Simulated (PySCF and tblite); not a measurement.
Results of a calculation; reference values are marked as such.
2 E/Z isomers of C₄H₇F, numbered alike:

| isomer | SMILES | descriptors |
| --- | --- | --- |
| A | [CH3:1]/[CH:2]=[C:3](\[CH3:4])[F:5] | 2=3 E |
| B | [CH3:1]/[CH:2]=[C:3](/[CH3:4])[F:5] | 2=3 Z |

Each isomer is a Boltzmann average at 298.15 K over at most 4 conformers: PBE0-D3(BJ)/def2-SVP geometries, energies B3LYP/def2-TZVP (IEF-PCM, chloroform) (D3(BJ) added where defined), GFN2-xTB thermal terms. Programs: PySCF with density fitting and tblite.

Rank the isomers by free energy at 298.15 K.


```tsv
isomer	ΔG (kcal/mol)	ΔE, lowest conformer	conformers	largest weight %	rms dipole (D)
B	0.0	0.0	1	100	1.65
A	0.7	0.9	1	100	2.04
```

If they could interconvert freely, what would the mixture hold (chiral isomers as racemates)?

B 76 %, A 24 %. A racemate gains RT ln 2.
